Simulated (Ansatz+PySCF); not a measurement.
The numbers below are computed, except where a source is named.
# Several solutions for singlet C4H8 in separate pieces

```xyz
12

C     0.0000    0.0000   -0.6653
C     0.0000    0.0000    0.6653
H     0.0000   -0.9311   -1.2403
H     0.0000    0.9311   -1.2403
H     0.0000   -0.9311    1.2403
H     0.0000    0.9311    1.2403
C    30.0567    0.4511   -0.4858
C    29.9433   -0.4511    0.4858
H    30.9284    1.1083   -0.5612
H    29.2829    0.5735   -1.2499
H    30.7171   -0.5735    1.2499
H    29.0716   -1.1083    0.5612
```

Basis set: cc-pVDZ (spherical functions). Charge 0, multiplicity 1.

CASSCF(2,2) was run from several starts with Ansatz (development build ahead of 0.2.0) and PySCF 2.14.0. The starts are those of the Hartree–Fock orbitals from which the active space was taken at the frontier.

```csv
run,program,start,converged,energy (hartree),<S²>
A,PySCF,program defaults,yes,-156.07946,0.00
B,Ansatz,stability test followed,yes,-156.07946,0.00
C,Ansatz,search for the lowest state,yes,-156.10722,0.00
D,Ansatz,"atomic start, no search",yes,-156.07946,0.00
```

**Question.** Which runs reached the lowest solution of this kind, and what is wrong with the others?

**Answer.** C reached the lowest solution found. Converged but too high: A by 0.76 eV, B by 0.76 eV, D by 0.76 eV. Convergence only shows a stationary point; in CASSCF the end hangs on which orbitals enter the active space. Caution: other starts end on other solutions of this active space.
